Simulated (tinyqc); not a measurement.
A ladder of methods, and size consistency: correlation methods against full CI in the sto-3g basis, for H2O, spin multiplicity 1. Computed by the program tinyqc with PySCF. All electrons correlated; +Q is the Davidson correction (1 - c0^2) E_corr. The last columns treat two copies 100 angstrom apart as one system. FCI is the lowest singlet.

Geometry (angstrom):
```
atom       x        y       z
O     0.0000   0.0000  0.0000
H     0.0000   0.8880  0.6470
H     0.0000  -0.8880  0.6470
```

RHF energy of one = -74.939925 hartree

Correlation energies (hartree):
```
method   E_corr of one  share of FCI (%)  E_corr of two at 100 angstrom  two minus twice one (mhartree)
MP2           -0.04836            68.970                       -0.09672                           0.000
CISD          -0.06838            97.526                       -0.13116                           5.597
CISD+Q        -0.07143           101.881                       -0.14144                           1.425
CCSD          -0.06988            99.669                       -0.13977                           0.000
CCSD(T)       -0.06999            99.829                       -0.13999                           0.000
FCI           -0.07011           100.000                              -                               -
```

What does the comparison show, and why?

MP2 recovers 69 %, CISD 97.5 % and CCSD 99.7 % of the FCI value (c0^2 = 0.955 in CISD). MP2 and coupled cluster are size consistent, so their last column vanishes; CISD loses 5.60 mhartree, since a double excitation on each copy is a quadruple of the pair, and the Davidson correction leaves +1.42.
